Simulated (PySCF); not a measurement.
Series X–O+ and X–S+, computed as singlets and as triplets. Gas-phase values, no solvent. Strings in code marks are SMILES.

B3LYP has the VWN-RPA correlation part, as in Gaussian. 

A: S, X = amino, multiplicity 3 (`[S+]N` (excited triplet))
B: S, X = cyano, multiplicity 3 (`N#C[S+]` (lower triplet))
C: S, X = H, multiplicity 3 (`[SH+]` (lower triplet))

Question: Put the candidates in order of highest occupied spin orbital, lowest first, for B3LYP-D3(BJ)/def2-TZVP (PySCF).

Answer: C (-18.38 eV), B (-16.89 eV), A (-14.11 eV)
